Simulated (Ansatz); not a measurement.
Relaxation of C$_{4}$H$_{6}$OS (12 atoms, charge 0, multiplicity 1), to a largest force component of 0.02 eV/Å in at most 50 steps.

Level of theory: RKS B3LYP/6-31G in Ansatz.

```xyz
12
Properties=species:S:1:pos:R:3
C 2.311 -1.651 -0.484
C 1.062 -1.520 -0.500
O -0.296 -1.427 -0.527
C -0.659 -0.378 0.345
C -0.791 0.930 -0.425
S -1.442 2.287 0.640
H 3.351 -1.691 -0.495
H -1.701 -0.664 0.661
H -0.112 -0.301 1.297
H 0.203 1.225 -0.744
H -1.442 0.836 -1.270
H -0.408 2.298 1.535
```

Where does it end, and by what steps?

It converged. Limits of this set-up: no polarisation functions. After 7 steps the energy has fallen by 0.550 eV; H7 moved furthest, 0.22 Å.

```
step  energy less start (eV)  largest force component (eV/Å)  accepted
   0                  0.0000                           5.316       yes
   1                 -0.4808                           1.187       yes
   2                 -0.5353                           0.629       yes
   3                 -0.5339                           0.502        no
   4                 -0.5471                           0.189       yes
   5                 -0.5483                           0.119       yes
   6                 -0.5501                           0.037       yes
   7                 -0.5504                           0.006       yes
```

```xyz
12
Properties=species:S:1:pos:R:3
C 2.320 -1.625 -0.601
C 1.115 -1.555 -0.489
O -0.209 -1.510 -0.382
C -0.786 -0.388 0.418
C -0.710 0.909 -0.371
S -1.504 2.346 0.592
H 3.374 -1.705 -0.708
H -1.815 -0.697 0.596
H -0.243 -0.327 1.367
H 0.320 1.172 -0.619
H -1.288 0.836 -1.294
H -0.497 2.490 1.526
```

The run took 37 s on 1 CPU thread of a shared host.
